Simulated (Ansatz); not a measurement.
Diamond was calculated with G0W0@PBE (Ansatz, a program for electronic structure, hard PAW, contour deformation).

The cell has the measured lattice parameters. Conventional cell: a = 3.5670 Å, b = 3.5670 Å, c = 3.5670 Å, α = 90.00°, β = 90.00°, γ = 90.00°.

One run with a 6×6×6 mesh, response cutoff 150 eV and 87 empty bands, not extrapolated in mesh or basis; no spin–orbit coupling.

Some levels at Γ in eV, each set counted from its highest filled level:

```csv
row,degeneracy,PBE,quasiparticle
1,1,-21.47,?
2,3,0.00,0.00
3,2 or more,5.60,?
```

### Question
What belongs in the gaps?

### Answer

- 1, quasiparticle: -22.30
- 3, quasiparticle: 7.28

Levels within 5 meV count as one row.

Note: cell and atoms aren't relaxed at this level.
